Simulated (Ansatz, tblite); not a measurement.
How well does each level of theory give the equilibrium lattice constant a of pyrite RuS2?

Reference value: 5.61 Å (measured, temperature not stated, not corrected to a static lattice; as tabulated in Wikipedia's data pages).

Problem. Put these levels in order of the equilibrium lattice constant a that they give for pyrite RuS2, smallest first: GFN1-xTB (tblite), LDA (Ansatz, a first-principles code), PBE (Ansatz), rVV10 (Ansatz).

Solution. LDA (5.550 Å), PBE (5.649 Å), GFN1-xTB (5.664 Å), rVV10 (5.716 Å)

Differences against the reference: GFN1-xTB +0.96 %, LDA -1.07 %, PBE +0.70 %, rVV10 +1.89 %.

The reference has no zero-point or thermal correction, while the calculations are for a static lattice, so the differences are not the levels' errors alone. A static lattice is as a rule a little smaller than the measured one.  GFN1-xTB: the method was fitted mainly to molecules. GFN1-xTB: the run uses a supercell at the zone centre in place of a k mesh. Cutoffs differ between the levels. Ansatz's density-functional and Hartree–Fock values are scalar-relativistic unless marked +SOC, with PAW data made under PBE.

Differences are worked out from the printed values.
